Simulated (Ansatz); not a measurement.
CH7ClSi, closed shell: at the start structure of a reaction step.

The input file, in.yaml:

```yaml
crystal:
  periodic: [false, false, false]
  atoms:
    - {symbol: Si, position_ang: [-0.992301, -0.480322, -0.268919]}
    - {symbol: H, position_ang: [-0.144459, -0.565820, -1.498952]}
    - {symbol: H, position_ang: [-1.470396, -1.856679, 0.024018]}
    - {symbol: H, position_ang: [-2.159840, 0.376662, -0.602030]}
    - {symbol: C, position_ang: [-0.008783, 0.222549, 1.153100]}
    - {symbol: H, position_ang: [1.538847, 0.281425, -1.604132]}
    - {symbol: Cl, position_ang: [2.654297, 0.918550, -1.550747]}
    - {symbol: H, position_ang: [0.859241, -0.402361, 1.373808]}
    - {symbol: H, position_ang: [-0.626333, 0.278270, 2.052418]}
    - {symbol: H, position_ang: [0.349627, 1.227725, 0.921435]}
basis:
  gaussian: {orbitals: def2-TZVPP}
hamiltonian: {xc: {name: BLYP}, dispersion: d4}
```

Command:

```bash
ansatz run in.yaml --threads 4 --pin off --events-out ev --progress --plain --max-ram 9574MiB
```

What Ansatz 0.2.0 printed:

```
Functional definition: BLYP
  name "BLYP"
  cite "Becke, Phys. Rev. A 38, 3098 (1988) doi:10.1103/PhysRevA.38.3098"
  cite "Lee, Yang & Parr, Phys. Rev. B 37, 785 (1988) doi:10.1103/PhysRevB.37.785"
  parameter beta = 0.0042
  parameter a = 0.04918
  parameter b = 0.132
  parameter c = 0.2533
  parameter d = 0.349
  exchange = b88_x(beta = beta)
  correlation = lyp_c(a = a, b = b, c = c, d = d)
1175 factors; their error is unknown
mean field evaluation 1: about -21542.1975 eV, gradient 6.4e1 eV
mean field evaluation 2: about -21528.4830 eV, gradient 8.7e1 eV
mean field evaluation 4: about -21551.6312 eV, gradient 3.7e0 eV
mean field evaluation 8: about -21551.6626 eV, gradient 8.7e-2 eV
mean field evaluation 16: about -21551.6290 eV, gradient 3.0e-5 eV
mean field -21551.62896056 eV, -792.0077560818 hartree, gradient 3.0e-5 eV, S^2 0.000000; 0 other end points of the search recorded, 0 dependent functions left out
reference -21551.62935100 eV, -792.0077704304 hartree; 22, 22 occupied and 191, 191 virtual orbitals, 1175 factors
Total energy: -21551.95901816 eV, -792.0198854748 hartree
```

The lines “mean field evaluation” count trial sets of orbitals through the whole run, from several starts and some on an approximate energy, so they need not fall steadily or lie above the final value.

The run took about 1.2 s on 4 CPU threads of an Arm Neoverse V1 (shared host).
